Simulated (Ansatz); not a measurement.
Chalcopyrite CdGeAs2 was calculated with PBE-D4 in Ansatz (plane waves, PAW).

Numerical settings: plane-wave cutoff 520 eV, 8×8×8 k mesh, Fermi–Dirac smearing 0.01 eV, scalar-relativistic PAW data made under PBE.

The cell is scaled about its equilibrium volume:

Shape and atoms are relaxed at each volume.

| V (Å³/atom) | P (GPa) | c (Å) | a (Å) |
|---|---|---|---|
| 24.194 | 2.65 | 11.122 | 5.900 |
| 24.698 | 1.25 | 11.215 | 5.936 |
| 25.203 | -0.01 | 11.304 | 5.973 |
| 25.707 | -1.12 | 11.391 | 6.009 |
| 26.211 | -2.12 | 11.475 | 6.045 |

Note: this level leaves the solid without a gap, although one is measured.

Ansatz is a program for electronic structure.
